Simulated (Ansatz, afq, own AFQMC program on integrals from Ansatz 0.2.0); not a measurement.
# SiH5O, doublet: AFQMC among the cluster methods

```xyz
7

O    -1.7756   -0.0190    0.0000
H    -2.0249    0.9076    0.0000
H    -0.6266   -0.0190    0.0000
Si    0.9554   -0.0190    0.0000
H     1.4053   -1.4353    0.0000
H     1.4053    0.6891   -1.2265
H     1.4053    0.6891    1.2265
```

Basis cc-pVDZ. Only valence electrons are correlated. AFQMC by an in-house program on the Cholesky factors that Ansatz 0.2.0 writes for its CCSD(T) run. ph-AFQMC/CISD is guided by a CISD state made of CCSD amplitudes; releasing the constraint for a short imaginary time cuts its bias at the price of noise, slowly where states lie close. Error bars are statistical, one sigma.

Determinant: UHF, the one that the program's search chose, which needn't be the lowest solution. The geometry is a point of a scan.

No full CI on the walks' own integrals is used here; CCSDT(Q) serves as the reference and is uncertain by about the last step of the cluster series.

Cautions: the released energies move by 1.5 errors or more from one time to the next, so no released level is given (meV from the phaseless value at times in 1/Eh: -4 ± 5 at 0.24, -3 ± 4 at 0.51, -1 ± 4 at 0.99, -14 ± 5 at 1.50).

```
T1 diagnostic                               : 0.0171
weight of the determinant in the CISD state : 0.871
⟨S²⟩ of the determinant                     : 0.777
size of the correlated space                : 15 electrons in 51 orbitals
```

Reference: CCSDT(Q), correlation energy -9.602 eV.

```tsv
level	E − E(reference) (kJ/mol)	share of correlation (%)
HF	926.5	0.00
MP2	124.9	86.52
CCSD	22.9	97.53
CCSD(T)	4.4	99.53
CCSDT	1.9	99.80
ph-AFQMC/CISD	0.3 ± 0.5	99.97
```

A walk keeps the symmetry of its determinant, which the program's search chose and which needn't be the lowest solution, so a lower state of the same spin and another symmetry isn't excluded.
